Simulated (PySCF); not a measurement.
Gas-phase reaction: Al + 3 Cl + Al2F6 ⇌ 3 AlClF2

Computed with PySCF (xtb for GFN2) and rigid-rotor harmonic-oscillator thermochemistry at 1 bar. The comparison is the NASA 1993 polynomial table, which mixes measured and estimated data. After a fit of one offset per element over all species, the range-separated, M06-2X, PBE0/def2-QZVP and CCSD(T)/def2-TZVPP enthalpies, where run, lie to one side of the table for Al2F6 (+36 kJ/mol): a fault of the table's entry, another state or a shared error of the levels is possible; this was not checked at source. S°(298 K) at PBE0/def2-TZVP differs from the NASA 1993 table for Al2F6 (+7 J/mol/K); whether the harmonic model or the table's entry is off was not settled. † marks an energy on the PBE0/def2-TZVP geometry and frequencies; other levels use their own. CCSD(T) freezes the core. 6-31G* has spherical d functions here. Open shells (unrestricted): Al (multiplicity 2, electronic degeneracy 6), Cl (multiplicity 2, electronic degeneracy 6); the rest are closed-shell singlets. GFN2 has no spin-polarisation term. Spin-orbit splitting is ignored; it lowers the true energy and changes the entropy of Al, Cl. B3LYP is the form with VWN-RPA correlation. CCSD(T) isn't extrapolated to the basis-set limit. The harmonic model lacks anharmonicity and excited electronic states, which grow with temperature; levels with a mode under 35 cm⁻¹ are left out. Soft modes under 120 cm⁻¹ make the harmonic entropy rough for Al2F6. The table's entry may be an old estimate for Al2F6, AlClF2 (not checked at source).

| level | ΔH°(298 K), kJ | minus table | ΔG°(1400 K), kJ |
|---|---|---|---|
| table | -1057.4 | - | -817.0 |
| B3LYP/def2-TZVP† | -1051.2 | 6.2 | -795.3 |
| CCSD(T)/def2-SVP† | -946.3 | 111.1 | -690.4 |
| GFN2-xTB | -1370.0 | -312.6 | -1102.1 |
| HF/6-31G* | -749.6 | 307.8 | -497.1 |
| HF/def2-TZVP† | -825.6 | 231.8 | -569.6 |
| M06-2X/def2-TZVP† | -1080.6 | -23.2 | -824.6 |
| PBE/def2-TZVP† | -1102.2 | -44.8 | -846.3 |
| PBE0/def2-QZVP† | -1081.5 | -24.1 | -825.6 |
